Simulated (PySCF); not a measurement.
These are ωB97X-D3(BJ)/def2-TZVP // B3LYP-D3(BJ)/def2-TZVP (PySCF) values and carry that method's errors. All species are isolated molecules in the gas phase. Delta-SCF ions had no search for a lower state. 

Reference species (SMILES): `C#C` (neutral, multiplicity 1).

| Item | Result |
|---|---|
| HOMO–LUMO gap | 14.05 eV |
| S1 oscillator strength | 0.000 |
| vertical ionisation energy (Delta-SCF) | 11.39 eV |
| HOMO | -10.96 eV |

Changed species: `C#CC` (X = methyl; the reference has X = H).

Q: Give the shifts of the HOMO–LUMO gap, S1 oscillator strength, vertical ionisation energy (Delta-SCF) and HOMO.

A: the HOMO–LUMO gap falls by 0.60 eV, to 13.45 eV; the S1 oscillator strength is nearly the same; the vertical ionisation energy (Delta-SCF) decreases by 1.00 eV, to 10.39 eV; the HOMO goes up by 0.75 eV, to -10.21 eV.
